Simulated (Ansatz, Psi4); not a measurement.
## Worked example: the enthalpy of formation of Si3H8 (trisilane)

Si3H8 has 11 atoms, charge 0, and is taken as a singlet. As SMILES, `[SiH3][SiH2][SiH3]`. Geometry: relaxed at PBE0-D4/def2-TZVP.

Total energies at SVWN5/6-31G* (spherical functions) (Ansatz 0.2.0); the atoms run unrestricted:

| species | state | energy (Eh) |
| --- | --- | --- |
| Si3H8 | singlet | -869.646076 |
| Si | triplet | -288.182180 |
| H | doublet | -0.476044 |

Harmonic wavenumbers at wB97X-D/def2-SVP, in cm⁻¹: 92, 102, 105, 323, 397, 432, 446, 473, 574, 600, 715, 723, 879, 891, 926, 946, 948, 950, 954, 2229, 2233, 2241, 2246, 2246, 2250, 2251, 2252.

Measured heats of formation of the gaseous atoms at 298.15 K, in kJ/mol: Si 450.0, H 218.0. Spin-orbit lowering of the atoms at 298 K (mean of the ground term's levels less their thermal mean, from spectra), in kJ/mol: Si 0.44. Take 1 Eh = 2625.50 kJ/mol, 1 cm⁻¹ = 0.0119627 kJ/mol, RT = 2.479 kJ/mol.

Task: What heat of formation follows?

Result: 
1. Electronic atomisation energy: 3 × (-288.182180) + 8 × (-0.476044) − (-869.646076) = 1.291184 Eh = 3390.0 kJ/mol.
2. Zero-point energy: half the sum of the wavenumbers, 14712 cm⁻¹ = 176.0 kJ/mol.
3. Thermal vibrational enthalpy, Σ hcν̃/(exp(hcν̃/kT) − 1): 12.1 kJ/mol. Translation, rotation and pV of a non-linear molecule: 4 RT = 9.9 kJ/mol.
4. The 11 free atoms carry 5/2 RT each: 68.2 kJ/mol.
5. Spin-orbit coupling lowers the free atoms by 3 × 0.44 = 1.3 kJ/mol.
6. Atomisation enthalpy at 298 K: 3390.0 − 1.3 − 176.0 − 12.1 − 9.9 + 68.2 = 3258.9 kJ/mol.
7. Sum of the atoms' heats of formation: 3094.0 kJ/mol. Heat of formation: 3094.0 − 3258.9 = -164.9 kJ/mol.

The tabulated value is +120.9 kJ/mol (CRC Handbook of Chemistry and Physics), so this level is off by -285.8 kJ/mol, or 9.6 % of the atomisation enthalpy that the table implies (2973.1 kJ/mol). The LDA overbinds, which puts heats of formation too low. Anharmonicity and any spin-orbit splitting of the molecule are left out.
